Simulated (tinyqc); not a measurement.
Worked calculation: Hueckel theory of the pi electrons, for the molecule c1cc[cH-]c1 (SMILES; centres numbered as the heavy atoms are written). One step of it, computed by the program tinyqc.

Question. Energy, charges, bond orders. E = sum n x; q_r = z_r - P_rr; bond order p = P_rs; free valence = sqrt(3) - sum of p over the bonds of the atom.

x values: 2.000000  0.618034  0.618034  -1.618034  -1.618034

occupations: 2.000000  2.000000  2.000000  0.000000  0.000000

charge and bond-order matrix P, lower triangle:
```
           1C         2C         3C        4C        5C
1C   1.200000
2C   0.647214   1.200000
3C  -0.247214   0.647214   1.200000
4C  -0.247214  -0.247214   0.647214  1.200000
5C   0.647214  -0.247214  -0.247214  0.647214  1.200000
```

Centres:
```
centre  z_r, pi electrons of the neutral centre         h
1C                                            1  0.000000
2C                                            1  0.000000
3C                                            1  0.000000
4C                                            1  0.000000
5C                                            1  0.000000
```

Bonds:
```
i  j  k
1  2  1
2  3  1
3  4  1
4  5  1
5  1  1
```

Give: pi energy = 6 alpha + this times beta; pi charges; Bond orders and lengths from R = 1.517 - 0.180 p; free valence of the carbons; gap between the highest filled and the next level.

Answer.

pi energy = 6 alpha + this times beta = 6.472

pi charges: 1C -0.200, 2C -0.200, 3C -0.200, 4C -0.200, 5C -0.200

Bond orders and lengths from R = 1.517 - 0.180 p (angstrom, C-C alone):
```
bond      p      R
1-2   0.647  1.401
2-3   0.647  1.401
3-4   0.647  1.401
4-5   0.647  1.401
5-1   0.647  1.401
```

free valence of the carbons: 1C 0.438, 2C 0.438, 3C 0.438, 4C 0.438, 5C 0.438

gap between the highest filled and the next level = 2.236 |beta|
